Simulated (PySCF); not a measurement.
C₄H₃ (charge -1).
InChI=1S/C4H3/c1-3-4-2/h3H,1H2/q-1

The closed-shell ground state was solved at several levels (PySCF, density fitting, gas phase, non-relativistic). Isolated species at its PBE0-D3(BJ)/def2-SVP geometry, gas phase. Where the HOMO energy is positive, the finite basis confines the outermost electrons. No diffuse functions stand in 6-31G, 6-31G*, def2-SVP, def2-TZVP and pcSseg-2, which bears on an anion's orbital energies.

| level | basis functions | HOMO (eV) | LUMO (eV) | gap (eV) |
| --- | --- | --- | --- | --- |
| BLYP/pcSseg-2 | 186 | 0.05 | 3.38 | 3.33 |
| BP86/pcSseg-2 | 186 | -0.19 | 3.14 | 3.33 |
| PBE0/6-31G | 42 | -0.19 | 5.22 | 5.41 |
| wB97X-D/pcSseg-2 | 186 | -2.78 | 5.77 | 8.55 |
| PBE0/6-31G* | 62 | -0.12 | 5.22 | 5.34 |
| CAM-B3LYP/pcSseg-2 | 186 | -2.23 | 5.02 | 7.25 |
| PBE0/def2-TZVP | 142 | -0.94 | 4.25 | 5.19 |
| LDA/pcSseg-2 | 186 | -0.13 | 2.99 | 3.12 |
| PBE0/pcSseg-2 | 186 | -1.04 | 4.11 | 5.15 |

Question: Estimate the row for PBE0/def2-SVP, a basis of 71 functions; the other rows only guide the guess.

Answer: HOMO -0.55 eV, LUMO 4.75 eV, gap 5.30 eV.

Question: Over all these levels, which gives the widest orbital gap and which the narrowest?

Answer: wB97X-D/pcSseg-2 (range-separated hybrid) has the widest, 8.55 eV, and LDA/pcSseg-2 (LDA) the narrowest, 3.12 eV. The two share the basis. From the narrowest to the widest the HOMO moves by -2.65 eV and the LUMO by +2.78 eV.

Question: How much does the basis alone move the frontier levels among the 5 PBE0 rows (the withheld one included)?

Answer: The HOMO by 0.92 eV and the LUMO by 1.11 eV. By rising basis size (HOMO, LUMO in eV): 6-31G -0.19, 5.22; 6-31G* -0.12, 5.22; def2-SVP -0.55, 4.75; def2-TZVP -0.94, 4.25; pcSseg-2 -1.04, 4.11.
